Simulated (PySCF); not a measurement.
Structure elucidation problem

An unknown has the formula C$_{3}$H$_{6}$O. Its calculated NMR data are:

1H NMR (400 MHz, computed): δ 3.37 (m, 1H), 0.49 (m, 2H), 0.15 (m, 2H), -0.91 (br s, 1H).

13C{1H} NMR (computed): δ 50.9 (CH), 8.1 (CH2, 2C).

In vacuum, non-relativistic, one averaged value for each set of equivalent atoms, one computed conformer. GFN2-xTB structure; σ from GIAO-PBE0/pcSseg-1; PySCF 2.14.0 with density-fitted response routines.

Shifts are taken against calculated references (same method and geometry level): TMS for 1H (31.72 ppm) and 13C (186.93 ppm).

Task: What is the structure?

Result: 
1. Rings plus π bonds: 1 (1 ring in the answer).
2. 2 carbon signals for 3 carbons: some carbons are equivalent by symmetry or fast rotation.
3. Carbon types of the structure: 1 × CH, 2 × CH2, leaving 1 H on heteroatoms.
4. δC 50.9, 8.1: three-membered-ring carbon.
5. δH 3.37, 0.49, 0.15: hydrogen on a three-membered-ring carbon.
6. δH -0.91: hydrogen on an alcohol oxygen; exchangeable; this is the value without hydrogen bonding to other molecules.

Structure: `OC1CC1`.

Exchangeable OH/NH protons stand at their gas-phase positions; hydrogen bonding in a real sample shifts them, mostly to higher δ. Shifts are as computed. Against solution values, carbons near 30 ppm lie about +3 ppm off and those near 130 ppm about +5 ppm. Of 246 compounds with measured shifts, 49 miss one by over three times the rms of a fit or turn the order of signals round; such compounds aren't used in these exercises. No couplings were computed; multiplicities are counted from neighbouring protons, with m where these are inequivalent, close in shift, in a saturated or five-membered ring or joined by F or P, and br s for small geminal =CH2 splittings.
